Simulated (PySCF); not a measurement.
CH2⁺, quartet in cc-pVTZ: errors against RCCSDT

Geometry: that of the CH2, triplet, kept fixed. The doublet lies 5.2 eV lower here.

```xyz
3

C     0.0000   -0.0596    0.0000
H     0.0000    0.3549   -0.9962
H     0.0000    0.3549    0.9962
```

Basis cc-pVTZ; PySCF 2.14.0. Correlated methods freeze the noble-gas cores, which leaves 5 electrons in 57 orbitals. R marks a restricted (for open shells ROHF) determinant, U an unrestricted one.

Full CI isn't at hand for all of this; RCCSDT serves as the reference. It lacks quadruple excitations. The frozen core follows each run's orbitals, which can shift R against U totals by a few meV.

The UHF ⟨S²⟩ is 3.754. The T1 diagnostic (ROHF- or RHF-based CCSD) is 0.0131 and the largest doubles amplitude (ROHF- or RHF-based CCSD) is 0.062. The T1 diagnostic (UCCSD) is 0.0120.

```tsv
level	E − E(RCCSDT) (kcal/mol)	share of correlation (%)	wall time
RHF	69.53	0.00	–
UHF	68.21	1.89	–
RMP2	12.64	81.82	–
UMP2	12.90	81.44	–
RCCSD	2.11	96.96	–
UCCSD	2.01	97.12	–
RCCSD(T)	0.31	99.55	3.2 s
UCCSD(T)	0.23	99.67	2.8 s
UCCSDT	-0.08	100.11	2 min
```

The correlation energy at RCCSDT, counted from RHF, is -3.015 eV. That run took 2 min on 1 thread of AMD EPYC 7B13, shared host.

Times are those of the correlated step on a shared host, with one SCF added for the restricted CCSD run; they ran on 1 thread of AMD EPYC 7B13.
